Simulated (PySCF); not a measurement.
Dissociation curve of H₂S, SMILES S, singlet. The S1–H3 bond (S1 also carries H; H3 carries nothing else) is pulled apart rigidly from the PBE0/def2-TZVP optimised geometry.

Methods: UKS-BHandHLYP = unrestricted BHandHLYP/6-31G run with PySCF 2.14.0; UCCSD(T) = CCSD(T) on UHF/6-31G, 5 core orbitals frozen (PySCF).

Energies relative to the lowest point of each curve near equilibrium, in eV:

```tsv
R / Å	UKS-BHandHLYP
1.01	3.086
1.26	0.161
1.29	0.077
1.34	0.007
1.37	0.000
1.41	0.023
1.54	0.284
1.82	1.279
2.44	2.992
2.65	3.188
3.61	3.434
4.64	3.459
```

Task: Estimate the UCCSD(T) values at these points.

Result: 1.01: 3.264; 1.26: 0.216; 1.29: 0.117; 1.34: 0.022; 1.37: 0.000; 1.41: 0.002; 1.54: 0.187; 1.82: 0.967; 2.44: 2.469; 2.65: 2.747; 3.61: 3.100; 4.64: 3.110 (eV).

The unrestricted determinant behind UKS-BHandHLYP is spin-contaminated at 2.00 to 4.64 Å (<S²> up to 1.0, against 0.00 for a pure singlet). The unrestricted determinant behind UCCSD(T) is spin-contaminated at 1.82 to 4.64 Å (<S²> up to 1.0, against 0.00 for a pure singlet).
